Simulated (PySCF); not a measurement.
## HCN: from structure and modes to constants

All numbers come from PBE/[C def2-TZVP, N def2-TZVP, H def2-TZVP], no relativity, density fitting, PySCF.

The singlet minimum has C∞v symmetry. Masses (u): C 12.00000, N 14.00307, H 1.00782.

```xyz
3
charge 0 multiplicity 1, angstrom
C     0.5597    0.0000   -0.0280
N    -0.5973    0.0000    0.0299
H     1.6343    0.0000   -0.0817
```

Harmonic wavenumbers (cm⁻¹): 734.1 (π, ×2), 2123.6 (σ+, ×1), 3364.7 (σ+, ×1).

**Question.** Find the principal moments of inertia and the rotational constants. What kind of rotor is it?

**Answer.** About the centre of mass I = 11.475 u Å². With B = 16.8576/I this gives 1.469 cm⁻¹. The molecule is linear.

**Question.** What is the harmonic zero-point energy?

**Answer.** Half the sum of all 4 wavenumbers, 6956/2 = 3478 cm⁻¹, which is 41.6 kJ/mol (1 cm⁻¹ = 0.0119627 kJ/mol).

**Question.** Find the vibrational entropy and heat capacity at 298.15 K.

**Answer.** With u = 1.43878 ω/T, each mode gives S = R[u/(eᵘ−1) − ln(1−e⁻ᵘ)] and C = R u² eᵘ/(eᵘ−1)².
```tsv
ω (cm⁻¹)	u	S (J/(mol K))	C (J/(mol K))
734.1 (×2)	3.542	1.12	3.20
2123.6	10.248	0.00	0.03
3364.7	16.237	0.00	0.00
```
The sums over all modes are S = 2.2 and C = 6.4 J/(mol K); the softest mode gives 50 % of the entropy (each member, where degenerate).

**Question.** Give the standard entropy (298.15 K, 1 bar) by its translational, rotational, vibrational and spin parts, and Cp.

**Answer.** Sackur–Tetrode with M = 27.01 u gives 150.0; rotation with symmetry number 1 gives 49.5; vibration 2.2; spin R ln 1 = 0.0. The total is 201.7 J/(mol K), and Cp = 7/2 R + 6.4 = 35.5 J/(mol K).

Only a few start shapes were tried, so a lower isomer may exist.
